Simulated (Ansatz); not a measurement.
Geometry optimisation, RKS PBE0-D4/6-31G (Ansatz).

Input file:

```yaml
crystal:
  periodic: [false, false, false]
  atoms:
    - { symbol: C, position_ang: [0.1033, -1.8067, -0.9751] }
    - { symbol: C, position_ang: [0.2724, -0.268, -0.8031] }
    - { symbol: O, position_ang: [1.6425, -0.0498, -0.6075] }
    - { symbol: C, position_ang: [-0.4387, 0.3061, 0.3936] }
    - { symbol: C, position_ang: [-0.3676, 1.8012, 0.4977] }
    - { symbol: O, position_ang: [-0.0045, -0.2847, 1.5965] }
    - { symbol: H, position_ang: [-0.9759, -1.9865, -1.1483] }
    - { symbol: H, position_ang: [0.6659, -2.1083, -1.8538] }
    - { symbol: H, position_ang: [0.4097, -2.3122, -0.076] }
    - { symbol: H, position_ang: [-0.0083, 0.2585, -1.6978] }
    - { symbol: H, position_ang: [1.8235, -0.3178, 0.3555] }
    - { symbol: H, position_ang: [-1.5529, 0.0388, 0.3222] }
    - { symbol: H, position_ang: [-0.7699, 2.3384, -0.406] }
    - { symbol: H, position_ang: [0.6447, 2.1093, 0.7179] }
    - { symbol: H, position_ang: [-0.9528, 2.1647, 1.3698] }
    - { symbol: H, position_ang: [-0.5142, 0.0943, 2.3586] }
basis:
  gaussian: { orbitals: "6-31G" }
hamiltonian:
  xc: pbe0
  dispersion: d4
relax:
  f_tol: 0.02
  max_steps: 40
output:
  orbitals: {}
```

Launched with:

```bash
$ ansatz run input.yaml --threads 1 --pin off --max-ram 2048MiB --backend cpu --events-out ev --progress --plain --runs-dir out
```

Q: Where does it end, and by what steps?

A: The forces met the threshold. Limits of this set-up: no polarisation functions. After 6 steps the energy has fallen by 0.470 eV; H16 moved furthest, 0.21 Å.

```json
{"step": "0", "energy less start (eV)": "0.0000", "largest force component (eV/Å)": "4.004", "accepted": "yes"}
{"step": "1", "energy less start (eV)": "-0.4118", "largest force component (eV/Å)": "0.817", "accepted": "yes"}
{"step": "2", "energy less start (eV)": "-0.4616", "largest force component (eV/Å)": "0.230", "accepted": "yes"}
{"step": "3", "energy less start (eV)": "-0.4674", "largest force component (eV/Å)": "0.070", "accepted": "yes"}
{"step": "4", "energy less start (eV)": "-0.4690", "largest force component (eV/Å)": "0.046", "accepted": "yes"}
{"step": "5", "energy less start (eV)": "-0.4697", "largest force component (eV/Å)": "0.040", "accepted": "yes"}
{"step": "6", "energy less start (eV)": "-0.4698", "largest force component (eV/Å)": "0.017", "accepted": "yes"}
```

```xyz
16
Properties=species:S:1:pos:R:3
C 0.043 -1.753 -0.983
C 0.301 -0.270 -0.766
O 1.700 -0.020 -0.498
C -0.524 0.302 0.391
C -0.420 1.814 0.491
O 0.056 -0.335 1.569
H -0.991 -1.933 -1.300
H 0.716 -2.136 -1.754
H 0.218 -2.303 -0.053
H 0.076 0.295 -1.677
H 1.857 -0.307 0.425
H -1.573 -0.010 0.284
H -0.894 2.292 -0.374
H 0.634 2.103 0.512
H -0.917 2.190 1.393
H -0.307 0.049 2.385
```

Run time: 33 s on 1 thread of Arm Neoverse V2, with other jobs on the host, peak memory 0.18 GiB.
